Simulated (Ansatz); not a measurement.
Na₃H₃. Charge 0, multiplicity 1. Geometry PBE0-D4/def2-TZVP, basis def2-TZVP, Ansatz.

```csv
atom,x (Å),y (Å),z (Å)
Na1,-1.076,2.313,2.771
Na2,0.247,-0.934,2.276
Na3,-0.286,0.645,-0.232
H4,0.464,-1.256,0.240
H5,0.240,-0.126,-2.787
H6,0.410,-0.643,-2.267
```

| run | HOMO (eV) | LUMO (eV) |
| --- | --- | --- |
| A | -3.45 | -1.27 |
| B | -2.94 | -1.52 |
| C | -3.10 | -1.58 |
| D | -2.95 | -1.76 |
| E | -3.35 | -1.41 |

B3LYP takes the VWN-RPA correlation. HSE06 is defined as in plane-wave codes, on full-range PBE exchange. In the singlet, H5 and H6 lie 0.75 Å apart (atoms count from 1), so H2 has formed as a molecule. Another isomer (singlet) lies 0.64 eV lower at PBE0-D4/def2-TZVP; other spin states weren't run for this one.

The runs used B3LYP, HSE06, PBE, PBE0, r2SCAN. Estimate which is which.

A PBE0 (25 % exact exchange); B r2SCAN (0 % exact exchange); C HSE06 (range-separated); D PBE (0 % exact exchange); E B3LYP (20 % exact exchange). Exact exchange lowers occupied and raises empty levels; among semilocal functionals meta-GGAs tend to open the gap a little, and such runs are hard to tell apart. The gap grows from 1.19 eV (PBE) to 2.18 eV (PBE0). The restricted singlet is unstable towards broken spin symmetry in Hartree–Fock (as tested in another run); at PBE0-D4/def2-TZVP, r2SCAN-D4/def2-TZVP, HSE06-D4/def2-TZVP, PBE-D4/def2-TZVP and others this wasn't settled.
